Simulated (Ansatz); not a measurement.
Frontier orbitals of `C=C=C(N)OC`.

The species carries charge 0 and has multiplicity 1. Geometry: relaxed with PBE0-D4/def2-TZVP. It is one conformer, not always the lowest. Basis def2-TZVPP, Ansatz 0.2.0.

```csv
functional,HOMO (eV),LUMO (eV)
PBE,-4.58,-0.98
```

**Question.** Give HOMO and LUMO (eV) with LDA (SPW92), revPBE, BLYP, r2SCAN, B97M-V, PBE0, B3LYP, r2SCANh, r2SCAN0, HSE06 (plane-wave form), BHLYP, CAM-B3LYP, LC-ωPBE, ωB97X-V, ωB97M-V, HF. (Best estimate.)

**Answer.** Ansatz gave: 
```tsv
functional	HOMO	LUMO
LDA (SPW92)	-4.73	-1.26
revPBE	-4.52	-0.88
BLYP	-4.47	-0.84
r2SCAN	-4.76	-0.74
B97M-V	-4.85	-0.63
PBE0	-5.76	0.04
B3LYP	-5.57	-0.19
r2SCANh	-5.21	-0.38
r2SCAN0	-5.89	0.17
HSE06 (plane-wave form)	-5.36	-0.34
BHLYP	-6.86	1.17
CAM-B3LYP	-7.09	1.19
LC-ωPBE	-8.38	2.38
ωB97X-V	-8.04	2.30
ωB97M-V	-7.95	2.14
HF	-8.49	3.70
```

B3LYP here is the variant with VWN-RPA as its local correlation; programs differ in this. LC-ωPBE has ω = 0.4 bohr⁻¹. Positive LUMOs are unbound and depend on the basis.
